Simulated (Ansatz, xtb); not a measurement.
## Ligand exchange: C3H8 + BH(CH3)(NH2) → C2H7N + BH(CH3)2

Species: C3H8 (propane) `CCC`, singlet; BH(CH3)(NH2), singlet; C2H7N (ethanamine) `CCN`, singlet; BH(CH3)2, singlet. The partners trade CH3 for NH2: C–CH3 and B–NH2 bonds give way to C–NH2 and B–CH3.

Shapes, held fixed at every level: PBE0-D4/def2-TZVP. Flexible molecules stand in one conformer, not always the lowest. Programs: Ansatz 0.2.0, xtb 6.7.1, xtb 6.7.1 later snapshot. The zero-point and thermal change to 298 K, harmonic and unscaled (PBE0-D4/def2-TZVP), is -6.0 kJ/mol.

```csv
level,kind,ΔH(298 K) (kJ/mol),less CCSD(T)/CBS estimate,CPU time (sum over the molecules)
GFN1-xTB,semi-empirical,+112.3,-48.6,0.14 s
HF/def2-TZVPP,Hartree–Fock,+156.9,-4.0,–
SPW92/def2-TZVPP,LDA,+164.4,+3.5,8.8 s
B3LYP-D4/def2-TZVPP,global hybrid,+160.8,-0.1,25 s
wB97M-V/def2-TZVPP,range-separated hybrid,+160.1,-0.8,65 s
wB97X-V/def2-TZVPP,range-separated hybrid,+157.2,-3.7,48 s
MP2/def2-SVP,perturbation theory,+176.0,+15.1,–
CCSD(T)/def2-SVP,coupled cluster or CI,+173.1,+12.2,14 s
CCSD(T)/CBS estimate,coupled cluster or CI,+160.9,0.0,6.8 min
```

The highest level, CCSD(T)/CBS estimate, gives ΔH(298 K) = +160.9 kJ/mol; the levels span +112.3 to +176.0. The column of differences is taken from that level and isn't an error. No measured value is set beside it here. The CBS estimate extrapolates MP2 from def2-TZVPP and def2-QZVPP and adds CCSD(T) − MP2 in the triple-zeta set, cores frozen. Times are processor times on shared x86 and Arm servers, and rough.
